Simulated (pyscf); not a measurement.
NH, triplet

Gas-phase minimum from PySCF at ωB97X-D3(BJ)/def2-SVP, one conformer. 

SMILES: [NH]
```xyz
2

N      0.4807     0.9374     0.2907
H      1.0153     0.5790    -0.5376
```
Charge 0, spin multiplicity 3.

Bonds (Å): N1–H2 1.049.

Properties at ωB97X-D3(BJ)/def2-SVP:

```
Quantity                                                                                                                        Result
---------------------------------------------------------------------------------------------------------------------  ---------------
Harmonic wavenumbers, unscaled                                                                                               3291 cm⁻¹
Zero-point energy                                                                                                         4.7 kcal/mol
Rotational symmetry number                                                                                                           1
Entropy of this conformer at 298 K and 1 atm, rigid rotor and harmonic oscillator, modes under 100 cm⁻¹ raised to 100  181.1 J/(mol K)
Dipole moment                                                                                                                   1.59 D
Spin expectation value S2                                                                                                        2.005
```

Single-point totals, which compare only within one level (frozen core for MP2 and CC):

```csv
level,total energy (hartree)
ωB97X-D3(BJ)/def2-TZVP,-55.25581
PBE/def2-TZVP,-55.17141
r²SCAN/def2-TZVP,-55.21380
B3LYP-D3(BJ)/def2-TZVP,-55.24517
PBE0-D3(BJ)/def2-TZVP,-55.17935
M06-2X/def2-TZVP,-55.21640
ωB97M-D3(BJ)/def2-TZVP,-55.25569
UHF/def2-TZVPP,-54.98324
MP2/def2-TZVPP,-55.11931
CCSD/def2-TZVPP,-55.13861
CCSD(T)/def2-TZVPP,-55.14241
```

The CCSD(T) − MP2 part came from Ansatz, without density fitting, on the same reference.
